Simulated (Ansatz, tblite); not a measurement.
# The cluster Cs4−: a ladder of methods and basis sets

Aim: run the doublet of the cluster Cs4− at one geometry on many levels, and compare frontier levels, spin and run time.

Method: as each input shows; program: Ansatz 0.2.0, Gaussian basis.

Levels to be run: GFN2-xTB, PBE/def2-TZVPD, r2SCAN/def2-TZVPD, CAM-B3LYP/def2-TZVPD, B3LYP/def2-TZVPD, LC-ωPBE/def2-TZVPD, ωB97M-V/def2-TZVPD, BLYP/def2-TZVPD, PBE/def2-SVPD, PBE0/def2-SVPD, CCSD(T)/def2-TZVPD, RPA/def2-TZVPD.

## Step 1: The relaxed structure

The geometry is that of the doublet, from an earlier relaxation (r2SCAN/def2-TZVPD). At that level it is the lowest of the isomers that a small search found.

4 atoms, charge -1, spin multiplicity 2.

Bond lengths: Cs1–Cs3 5.457 Å, Cs1–Cs4 5.514 Å, Cs2–Cs3 5.271 Å, Cs3–Cs4 5.457 Å. Angles: Cs3–Cs1–Cs4 59.7°, Cs1–Cs3–Cs2 147.6°, Cs1–Cs3–Cs4 60.7°, Cs2–Cs3–Cs4 147.6°, Cs1–Cs4–Cs3 59.7°.

Cs takes a core potential in the def2 sets. No spin-orbit coupling is included. The ion is computed in the gas phase, without counter-ions or solvent.

PBE0/def2-TZVPD was run before; its log isn't repeated, and its numbers join the tables.

## Step 2: GFN2-xTB

Tight binding, by tblite at 300 K electronic temperature and without a spin-polarisation term:

```python
tblite.interface.Calculator('GFN2-xTB', numbers, positions, charge=-1, uhf=1).singlepoint()
```

Energy -20.7977 eV; 0.026 s.

## Step 3: PBE/def2-TZVPD

start.molden holds the orbitals of an earlier run on this state, given as this run's starting guess.

Contents of in.yaml:

```yaml
crystal:
  periodic: [false, false, false]
  atoms:
    - {symbol: Cs, position_ang: [1.374803, -1.240540, -4.185966]}
    - {symbol: Cs, position_ang: [2.113096, 1.726826, 5.650752]}
    - {symbol: Cs, position_ang: [0.309459, 0.677474, 0.810535]}
    - {symbol: Cs, position_ang: [-3.797358, -1.163759, -2.275331]}
basis:
  gaussian: {orbitals: def2-TZVPD, initial_orbitals: start.molden}
total_charge: -1
magnetization: {spin_polarized: true, initial_magnetization: 1}
hamiltonian: {xc: pbe}
scf: {omitted_lower_state_checks: [starts]}
output: {forces: true, orbitals: {seedname: orbitals}}
```

The run is started by

```
ansatz run in.yaml --threads 4 --pin off --events-out ev --progress --plain --max-ram 3916MiB
```

The runs that follow: r2SCAN/def2-TZVPD; CAM-B3LYP/def2-TZVPD; B3LYP/def2-TZVPD; LC-ωPBE/def2-TZVPD; ωB97M-V/def2-TZVPD; BLYP/def2-TZVPD; PBE/def2-SVPD; PBE0/def2-SVPD; CCSD(T)/def2-TZVPD; RPA/def2-TZVPD.

Before running them: what should the planned runs give, taken together? Wanted: gap in def2-TZVPD, named functionals, smallest and largest; correlation energy, CCSD(T)/def2-TZVPD; ⟨S²⟩ in def2-TZVPD, named functionals, smallest and largest; PBE0 total energy, smallest basis above largest.

The runs gave:

| quantity | value |
| --- | --- |
| gap in def2-TZVPD, named functionals, smallest and largest | 0.20 eV (BLYP), 2.97 eV (LC-ωPBE) |
| correlation energy, CCSD(T)/def2-TZVPD | -13.31 eV |
| ⟨S²⟩ in def2-TZVPD, named functionals, smallest and largest | 0.762, 1.595 |
| PBE0 total energy, smallest basis above largest | 0.03 eV (def2-SVPD, def2-TZVPD) |

What this shows: Orbital gaps of the named functionals in def2-TZVPD span 0.20 eV (BLYP) to 2.97 eV (LC-ωPBE); exact exchange widens it. Over the named functionals in def2-TZVPD spin contamination reaches 0.84 (LC-ωPBE), so some levels may describe another state. PBE, BLYP put the HOMO above zero; others here keep it below zero, so the sign hangs on the functional's self-interaction and doesn't show that the species is unbound. Notes on CCSD(T)/def2-TZVPD: large T1 diagnostic, spin contamination.
